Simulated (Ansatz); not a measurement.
Reaction (SMILES): FC(F)(F)F → [C](F)(F)F + F atom
B3LYP-D3(BJ)/def2-TZVP geometries, fixed; electronic energies without zero-point terms.
Largest species:
```
C
F 1 1.3260
F 1 1.3260 2 109.47
F 1 1.3260 2 109.47 3 120.00
F 1 1.3260 2 109.47 4 120.00
```
Charge 0, spin multiplicity 1.

Basis-set convergence of the bond dissociation energy at CCSD(T) with Ansatz (a program for electronic structure). Cartesian d functions, on some or all atoms, in 6-31+G*; all else is spherical. Cores are frozen. Open shells are unrestricted. No added dispersion term, no relativity. Functions are those of the species that has most. Reference: Hartree-Fock in cc-pVQZ plus the correlation part extrapolated as X^-3 from cc-pVTZ and cc-pVQZ, 133.12 kcal/mol, itself unsure by roughly 0.64 kcal/mol (a third of the extrapolation step and of the last Hartree-Fock step).

```
basis            functions  bond dissociation energy (kcal/mol)
---------------  ---------  -----------------------------------
STO-3G                  25                                    …
6-31G                   45                                    …
pcseg-0                 45                               109.07
def2-SVP                70                                    …
6-311G**                90                               125.47
6-31+G*                 95                                    …
6-311+G**              110                               123.18
6-311++G(2d,2p)        135                               125.62
def2-TZVPP             155                               129.67
jun-cc-pV(T+d)Z        195                               129.80
def2-TZVPPD            197                               129.64
aug-cc-pVTZ            230                               130.55
cc-pVQZ                275                               131.70
```

Problem. Some entries are withheld; supply them.

Solution. 
- STO-3G, bond dissociation energy (kcal/mol): 83.79
- 6-31G, bond dissociation energy (kcal/mol): 101.38
- def2-SVP, bond dissociation energy (kcal/mol): 128.86
- 6-31+G*, bond dissociation energy (kcal/mol): 123.71
